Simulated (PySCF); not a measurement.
Methane, CH₄, SMILES C, point group Td.

Level: B3LYP/pcSseg-2 in PySCF (density fitting, grid level 2); geometry and Hessian at that level, cubic constants and property derivatives from steps of ±0.6 along each species' dimensionless normal coordinates, second-order vibrational perturbation theory. The parent has the commonest isotopes.

Equilibrium geometry (Å):

| atom | x | y | z |
| --- | --- | --- | --- |
| C1 | 0.0069 | 0.0023 | -0.0137 |
| H2 | 0.8667 | -0.6619 | 0.0414 |
| H3 | 0.2707 | 0.8903 | -0.5840 |
| H4 | -0.2924 | 0.2922 | 0.9911 |
| H5 | -0.8174 | -0.5116 | -0.5035 |

Problem. How much do zero-point and thermal motion change the parent's shieldings?

Solution. 
```csv
atom,σe (ppm),"anharmonic part, 0 K","harmonic part, 0 K",Δσ at 0 K,Δσ at 250 K,Δσ at 1000 K
C1,187.94,-3.18,-0.68,-3.86,-3.96,-3.76
H2,31.46,-0.44,-0.19,-0.63,-0.65,-0.75
```

Problem. And the bond lengths, in the parent and with ¹³C at 1?

Solution. 
| bond | re (Å) | ⟨r⟩ at 0 K | between mean positions | ⟨r⟩, labelled |
| --- | --- | --- | --- | --- |
| C1–H2 | 1.0878 | 1.1085 | 1.1008 | 1.1085 |

Problem. What are the dipole moments?

Solution. 0.000 D at equilibrium; averaged at 0 K: parent 0.000 D; ¹³C at 1 0.000 D; ²H at 2 0.007 D; ²H at 2, ²H at 3, ²H at 4, ²H at 5 0.000 D; ²H at 2, ²H at 3, ²H at 4 0.007 D; ²H at 2, ²H at 3 0.008 D; ¹³C at 1, ²H at 2 0.007 D. Measured: 0 D (NIST CCCBDB Release 22 (SRD 101), experimental dipoles).

The study (161 SCF points, 92 basis functions) took 8.3 min on 1 thread of Arm Neoverse N1, on a host shared with other jobs (rough), peak memory 0.36 GiB, launched as `OMP_NUM_THREADS=1 python ens_run.py task.json out`.
